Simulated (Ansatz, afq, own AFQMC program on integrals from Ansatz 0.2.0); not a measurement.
CN, quartet in 6-31G, levels against full CI

```csv
atom,x (Å),y (Å),z (Å)
N,0.0000,0.0000,0.0000
C,0.0000,0.0000,2.5240
```

Basis 6-31G. Noble-gas cores (and the filled d shells of Ga–Kr and In–Xe) are frozen. AFQMC by an in-house program on the Cholesky factors that Ansatz 0.2.0 writes for its CCSD(T) run. ph-AFQMC/CISD is guided by a CISD state made of CCSD amplitudes; releasing the constraint for a short imaginary time cuts its bias at the price of noise, slowly where states lie close. ± is one standard error of the sampling.

Determinant: UHF, the one that the program's search chose, which needn't be the lowest solution. The geometry is a point of a scan.

Full CI on the same integrals is exact in this basis and with this determinant's frozen core.

Cautions: lower spins were not checked; strong correlation (T1 0.010, weight of the determinant 0.59, largest double 0.65); (T) is large, 6 % of the CCSD correlation; unrestricted determinant spin contaminated (⟨S²⟩ 4.75 against 3.75); the CCSD(T) amplitudes may be one of several solutions (largest double 0.65); the CCSDT(Q) amplitudes may be one of several solutions (largest double 0.78); the CCSDTQ amplitudes may be one of several solutions (largest double 0.86); the released energies are still falling, so no released level is given (meV from the phaseless value at times in 1/Eh: -4 ± 5 at 0.24, -10 ± 4 at 0.51, -23 ± 6 at 0.99, -28 ± 9 at 1.62, -32 ± 8 at 2.40); the next higher spin lies close (full CI puts it 8 meV above); the determinant fills πx and πy unequally, so it mixes two states of the linear molecule, and each level undoes that mixture to a different degree, while full CI gives the lower state.

The T1 diagnostic is 0.0096, the weight of the determinant in the CISD state is 0.589 and the ⟨S²⟩ of the determinant is 4.751. The size of the correlated space is 9 electrons in 16 orbitals.

```tsv
level	correlation energy (eV)
MP2	-1.4631
CCSD	-2.6758
CCSD(T)	-2.8391
```

(1) Estimate where phaseless AFQMC with a CISD trial lies against CCSD(T) on the same integrals.

(1) 57.6 ± 6.3 meV above CCSD(T).

Reference: full CI, correlation energy -2.874 eV. The cautions show a poor starting determinant, so the rows tell how each method copes with it here, and full CI is the sure value.

```
        level  E − E(reference) (meV)  share of correlation (%)
      CCSD(T)                    34.8                     98.79
        CCSDT                    14.5                     99.49
     CCSDT(Q)                     4.5                     99.84
       CCSDTQ                     2.0                     99.93
ph-AFQMC/CISD              92.4 ± 6.3                     96.78
```

CCSDT and higher add their correlation energy to the determinant of the CCSD(T) run, since their own runs factorise the integrals more tightly (a shift of under 2 meV).
